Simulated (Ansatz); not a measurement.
in.yaml

```yaml
crystal:
  periodic: [false, false, false]
  atoms:
    - {symbol: As, position_ang: [0.000000, -0.028104, 0.000000]}
    - {symbol: H, position_ang: [0.000000, 1.044500, -1.085896]}
    - {symbol: H, position_ang: [0.000000, 1.044492, 1.085904]}
basis:
  gaussian: {orbitals: def2-TZVP}
total_charge: 1
magnetization: {spin_polarized: true, initial_magnetization: 0}
hamiltonian: {xc: hf, pseudopotentials: {relativity: none}}
output: {forces: true, orbitals: {seedname: orbitals}}
```

```sh
$ ansatz run in.yaml --threads 1 --pin off --events-out ev --progress --plain --max-ram 2393MiB
```

Output:

```
422 factors; integrals over basis functions are off by at most 7.1e-4 eV
mean field evaluation 1: about -60817.5451 eV, gradient 6.2e0 eV
mean field evaluation 2: about -60817.5447 eV, gradient 6.2e0 eV
mean field evaluation 4: about -60817.8070 eV, gradient 8.7e-1 eV
mean field evaluation 8: about -60817.8125 eV, gradient 2.2e-4 eV
mean field evaluation 16: about -60817.8531 eV, gradient 4.5e-3 eV
mean field evaluation 32: about -60817.8494 eV, gradient 2.1e-1 eV
mean field -60817.85314006 eV, -2235.0148790759 hartree, gradient 5.8e-5 eV, S^2 0.261908; 3 other end points of the search recorded, 0 dependent functions left out
the calculation of the forces begins
reference -60817.85314006 eV, -2235.0148790759 hartree; 17, 17 occupied and 43, 43 virtual orbitals, 422 factors
Total energy: -60817.85314006 eV, -2235.0148790759 hartree
Atom 0 at     0.000000    -0.028104     0.000000 Å, force    -0.000002     0.897041     0.000003 eV/Å
Atom 1 at     0.000000     1.044500    -1.085896 Å, force     0.000001    -0.448521     0.006353 eV/Å
Atom 2 at     0.000000     1.044492     1.085904 Å, force     0.000001    -0.448521    -0.006356 eV/Å
Dipole moment:     0.000000     0.183105     0.000001 e Å
```

Forces (eV/Å):
```
As   0.000  0.897  0.000
H    0.000 -0.449  0.006
H    0.000 -0.449 -0.006
```

Ran on 1 thread of Intel Xeon Platinum 8259CL, shared host: 1.7 s wall, 0.19 GiB peak host memory.
